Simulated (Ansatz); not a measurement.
Rutile MnF₂, treated with PBE (plane waves, PAW; Ansatz, a first-principles code).

Numerical settings: plane-wave cutoff 500 eV, 8×8×12 k mesh (along the axes of the cell as run), Fermi–Dirac smearing 0.05 eV, magnetic order afm, spin-polarised with opposed moments, scalar-relativistic PAW data made under PBE.

Cell (relaxed at this level):

```
CELL_PARAMETERS angstrom
      4.93693     0.00000     0.00000
      0.00000     4.93693     0.00000
      0.00000     0.00000     3.32037
ATOMIC_POSITIONS crystal
  Mn 0.00000 0.00000 0.00000
  Mn 0.50000 0.50000 0.50000
  F  0.30350 0.30350 0.00000
  F  0.69650 0.69650 0.00000
  F  0.19650 0.80350 0.50000
  F  0.80350 0.19650 0.50000
```

### Question
Give the computed magnetic moment (largest site, within a sphere) and band gap.

### Answer

magnetic moment (largest site, within a sphere): 4.17 μB
band gap: 2.24 eV (on the SCF k mesh)

Measured, for comparison: band gap 9.9 eV (temperature not stated, not corrected to a static lattice, the source doubts the polymorph; as tabulated in Das and Bazhirov (2019), arXiv:1808.05325). Computed (rounded) less measured: band gap not scored (a reference that its source doubts or gives as a wide range).

Moments are spin moments.
